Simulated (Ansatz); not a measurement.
Geometry optimisation, RKS B3LYP/def2-SVP (Ansatz).

Input file:

```yaml
crystal:
  periodic: [false, false, false]
  atoms:
    - { symbol: O, position_ang: [-1.6354, -0.0435, 1.3982] }
    - { symbol: C, position_ang: [-1.5949, -0.2792, 0.2012] }
    - { symbol: O, position_ang: [-0.5141, -0.1648, -0.5789] }
    - { symbol: C, position_ang: [0.7161, 0.3582, 0.144] }
    - { symbol: S, position_ang: [2.0745, 0.4785, -0.9729] }
    - { symbol: H, position_ang: [-2.4178, -0.6498, -0.4139] }
    - { symbol: H, position_ang: [0.444, 1.3456, 0.5476] }
    - { symbol: H, position_ang: [0.9453, -0.3121, 0.9602] }
    - { symbol: H, position_ang: [2.0708, -0.7793, -1.3027] }
basis:
  gaussian: { orbitals: def2-SVP }
hamiltonian:
  xc: b3lyp
relax:
  f_tol: 0.015
  max_steps: 40
```

Launched with:

```bash
$ ansatz run input.yaml --threads 2 --pin off --max-ram 3072MiB --backend cpu --events-out ev --progress --plain --runs-dir out
```

Task: Where does it end, and by what steps?

Result: The run converged. After 10 steps the energy has fallen by 0.184 eV; H9 moved furthest, 0.19 Å.

```tsv
step	energy less start (eV)	largest force component (eV/Å)	accepted
0	0.0000	1.820	yes
1	-0.0967	1.402	yes
2	-0.1405	0.826	yes
3	-0.0159	2.051	no
4	-0.1826	0.108	yes
5	-0.1838	0.067	yes
6	-0.1838	0.069	yes
7	-0.1840	0.041	yes
8	-0.1841	0.016	yes
9	-0.1840	0.050	no
10	-0.1841	0.006	yes
```

```xyz
9
Properties=species:S:1:pos:R:3
O -1.679 0.004 1.393
C -1.614 -0.264 0.225
O -0.518 -0.154 -0.540
C 0.666 0.322 0.120
S 2.016 0.534 -1.060
H -2.453 -0.642 -0.396
H 0.476 1.308 0.569
H 0.939 -0.371 0.929
H 2.255 -0.784 -1.257
```

Time of the run: 16 s on 2 threads of Intel(R) Xeon(R) 6975P-C (Granite Rapids), with other jobs on the host, peak memory 0.2 GiB.
